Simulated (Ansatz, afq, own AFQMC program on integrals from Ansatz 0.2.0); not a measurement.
Integrals from Ansatz 0.2.0, then the random walk in our own AFQMC program (afq).

```yaml
crystal:
  periodic: [false, false, false]
  atoms:
    - {symbol: As, position_ang: [0.000000, 0.000000, 0.000000]}
basis:
  gaussian: {orbitals: cc-pVQZ}
magnetization: {spin_polarized: true, initial_magnetization: 3}
correlation: {method: ccsd_t, electrons: outside_noble_gas, hamiltonian_folder: ham}
```

```sh
$ ansatz run in.yaml --threads 1 --pin off --events-out ev --progress --plain --max-ram 16896MiB --backend cuda --devices 0, --max-vram 18GiB
```

afq runs on the folder ham with

```
--method phaseless --trial cisd --walkers 4000 --populations 20 --least-time 60 --time-step 0.005 --steps-per-block 50 --equilibration-blocks 28 --max-blocks 4000 --target-error 0.00014 --factor-cut 1e-05 --start spin_pure --seed 3182 --release-times 0.24,0.5,1,1.5 --release-step 0.02 --release-every 3 --taylor-order 6
```

Times are imaginary, in 1/Eh. The walk had a cap of 230 s. With eight or more populations the least sampling time is a fifth of least-time, and the error comes from their spread. Filled inner d shells are frozen with the cores.

Output of the walk:

```
orbitals 54  electrons 4 1  factors 402 of 432
reference energy -2234.23955941 Eh
CCSD correlation -0.08933945 Eh in 7 cycles, weight of the determinant in the CISD state 0.9463
energy of the start -2234.328895 Eh
 block  time / (1/Eh)  mean weight  energy / Eh
     1     0.250  1.0000  -2234.329153
     2     0.500  1.0001  -2234.329858
     3     0.750  1.0000  -2234.330425
     4     1.000  1.0000  -2234.330931
     5     1.250  1.0002  -2234.331336
    10     2.500  1.0004  -2234.332541
    15     3.750  1.0000  -2234.332678
    20     5.000  1.0000  -2234.332827
    25     6.250  1.0001  -2234.332845
    30     7.500  0.9998  -2234.332827
    35     8.750  1.0001  -2234.333007
    36     9.000  0.9999  -2234.333152
    40    10.000  1.0003  -2234.332942
    45    11.250  0.9999  -2234.332890
    50    12.500  1.0001  -2234.332893
    55    13.750  0.9999  -2234.332971
    58    14.500  1.0002  -2234.332677
    60    15.000  0.9999  -2234.332878
    65    16.250  0.9999  -2234.332813
    70    17.500  1.0001  -2234.333067
    75    18.750  0.9999  -2234.332856
    78    19.500  1.0000  -2234.332742
error from the spread of 20 populations
released: time / (1/Eh)  energy / Eh  error  mean overlap
  0.24  -2234.332945  0.000036  0.9991
  0.50  -2234.332921  0.000028  0.9991
  1.00  -2234.332939  0.000026  0.9972
  1.50  -2234.332982  0.000029  0.9938
energy -2234.332899 +/- 0.000039 Eh
(rows thinned)
```

The run passed its tests (sampling time, drift between the halves within three errors, error under three times the target), which doesn't prove that it has relaxed.

Against this walk (error 1.1 meV) on the same determinant: CCSD(T) 16.6 meV higher, CCSDT(Q) 1.2 meV lower (within the noise), full CI for this spin (own frozen core, lowest symmetry allowed) 16.9 meV higher. The error is statistical and leaves out the bias of the constraint. Released to 1.50 1/Eh the energy moves by -2.2 ± 1.3 meV (both errors), within twice the noise.

Cautions: constraint bias not in the error; no relativity below Rb; no spin-orbit coupling; inner d shell frozen.

The walk took 25 s on 2 threads of a server CPU with a shared H100 80 GB, shared host (the card was shared). The log's last line is the phaseless energy.

CCSDT and higher add their correlation energy to the determinant of the CCSD(T) run, since their own runs factorise the integrals more tightly (a shift of under 2 meV). A walk keeps the symmetry of its determinant, which the program's search chose and which needn't be the lowest solution, so a lower state of the same spin and another symmetry isn't excluded.
